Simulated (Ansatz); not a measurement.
A made-up structure of CH4NSi, doublet:

C1  (-0.095, -1.156, -0.089)
Si2  (-1.180, 0.229, -0.637)
N3  (1.205, -0.280, 0.602)
H4  (-2.168, 0.043, -1.639)
H5  (-1.351, 1.432, 0.098)
H6  (1.345, 0.717, 0.548)
H7  (1.973, -0.750, 1.054)
(Å)

It is relaxed with PBE-D4/def2-SVP and then PBE0-D4/def2-TZVP (Ansatz 0.2.0). Atoms count as bonded within 1.22 times the sum of their covalent radii (H–H: 0.88 Å). The end point is not checked to be a true minimum.

Question: Does its bonding change? (A judgement: the text doesn't fix the answer.)

Answer: Computed: No: no bond forms or breaks.

Where it ends: The first stage lowers the energy by 2.15 eV in 12 steps. It ends as CH₄NSi ([NH2][C][SiH2]):
```xyz
7
angstrom
C 0.0801 -0.5194 -0.0080
Si -1.1117 0.4967 -0.8633
N 1.2349 -0.3284 0.5586
H -2.1760 -0.3430 -1.4753
H -1.7268 1.4527 0.1068
H 1.7297 0.5582 0.5680
H 1.6989 -1.0815 1.0493
```

Labels in which every atom is bracketed show which atoms are joined, not bond orders.

For scale, one of the runs: PBE0-D4/def2-TZVP relaxation, 123 basis functions, launched by `ansatz run in.yaml --threads 2 --pin off --events-out ev --progress --plain --max-ram 4352MiB`. Hardware: 2 CPU threads of an Arm Neoverse V1, shared host. Wall time about 30 s.
